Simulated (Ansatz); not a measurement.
**C2H5, doublet: energies of several shapes or isomers**

Program: Ansatz, Gaussian basis, development build; OMP3 by scripts on PySCF. Basis cc-pVTZ, 2 core orbitals frozen, nonrelativistic. Single-reference values can break down or jump between states where bonds are stretched.

Case A:

| atom | x (Å) | y (Å) | z (Å) |
| --- | --- | --- | --- |
| C | -0.2587 | -0.8168 | 0.0000 |
| C | -0.2510 | 0.6742 | 0.0000 |
| H | 0.7588 | -1.2259 | 0.0000 |
| H | -0.7588 | -1.2139 | 0.8834 |
| H | -0.7588 | -1.2139 | -0.8834 |
| H | -0.1700 | 1.2259 | -0.9243 |
| H | -0.1700 | 1.2259 | 0.9243 |

Case B. A bond is stretched, to 1.85 times the sum of the covalent radii.

| atom | x (Å) | y (Å) | z (Å) |
| --- | --- | --- | --- |
| C | -0.5679 | 0.0001 | -0.2190 |
| C | 0.7511 | 0.0000 | 0.0419 |
| H | -1.4939 | -0.0005 | 1.5318 |
| H | -1.1017 | 0.9206 | -0.4086 |
| H | -1.1020 | -0.9202 | -0.4091 |
| H | 1.2991 | -0.9223 | 0.1738 |
| H | 1.2989 | 0.9223 | 0.1744 |

Case C. A bond is stretched, to 1.84 times the sum of the covalent radii.

```xyz
7

C    -0.5700    0.0016   -0.2093
C     0.7442    0.0067    0.0392
H    -1.5012   -0.0050    1.5266
H    -1.0938    0.9152   -0.4056
H    -1.0978   -0.9164   -0.4009
H     1.3001   -0.9288    0.1662
H     1.3057    0.9205    0.1815
```

Energy less that of case A, in eV:

| case | RCCSD | UOMP3 |
| --- | --- | --- |
| B | +1.945 | +1.937 |
| C | +1.954 | +1.946 |

(1) What does UCCSD(T) give for these differences?

(2) Which case is lowest, and do the methods agree?

Answers

(1) B: +1.856 eV (42.8 kcal/mol); C: +1.867 eV (43.1 kcal/mol).

(2) A is lowest in UCCSD(T). Of the methods shown, RCCSD, UOMP3 agree.
